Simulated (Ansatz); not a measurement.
# [H2PO2]− (SMILES O=[PH2][O-]): methods side by side

[H2PO2]−: 5 atoms, total charge -1, spin state singlet. SMILES: `O=[PH2][O-]`. Geometry: relaxed at GFN2-xTB.

Each level gives the vertical detachment energy (to the doublet neutral) (eV). The values are calculated.

```json
{"level": "SVWN5/STO-3G", "kind": "LDA", "program": "Ansatz", "value (eV)": "-2.76", "less FCI/STO-3G": "+1.16", "CPU time (all runs)": "3.6 s"}
{"level": "r2SCAN0/STO-3G", "kind": "hybrid meta-GGA", "program": "Ansatz", "value (eV)": "-2.55", "less FCI/STO-3G": "+1.37", "CPU time (all runs)": "12 s"}
{"level": "CAM-B3LYP/STO-3G", "kind": "range-separated hybrid", "program": "Ansatz", "value (eV)": "-2.58", "less FCI/STO-3G": "+1.34", "CPU time (all runs)": "5 s"}
{"level": "wB97M-V/STO-3G", "kind": "range-separated hybrid", "program": "Ansatz", "value (eV)": "-2.57", "less FCI/STO-3G": "+1.35", "CPU time (all runs)": "49 s"}
{"level": "wB97X/STO-3G", "kind": "range-separated hybrid", "program": "Ansatz", "value (eV)": "-2.51", "less FCI/STO-3G": "+1.41", "CPU time (all runs)": "19 s"}
{"level": "B2PLYP/STO-3G", "kind": "double hybrid", "program": "Ansatz", "value (eV)": "-2.98", "less FCI/STO-3G": "+0.94", "CPU time (all runs)": "6.7 s"}
{"level": "MP2/STO-3G", "kind": "perturbation theory", "program": "Ansatz", "value (eV)": "-3.55", "less FCI/STO-3G": "+0.37", "CPU time (all runs)": "0.78 s"}
{"level": "CCSD(T)/STO-3G", "kind": "coupled cluster or CI", "program": "Ansatz", "value (eV)": "-3.91", "less FCI/STO-3G": "+0.01", "CPU time (all runs)": "1.2 s"}
{"level": "FCI/STO-3G", "kind": "exact in the basis", "program": "Ansatz", "value (eV)": "-3.92", "less FCI/STO-3G": "0.00", "CPU time (all runs)": "41 s"}
```

FCI/STO-3G is exact within its basis and frozen core, so for wave-function methods in that basis the difference is their error; functionals converge differently with the basis, so for them it is only a difference. Sets without diffuse functions describe the anion poorly. The values span -3.92 to -2.51 eV. All rows use very small basis sets, so none should be taken for the real molecule's value. In so small a basis fixed costs decide the times, and correlated methods can beat functionals. CPU times are rough (shared hosts, several kinds of processor and program).
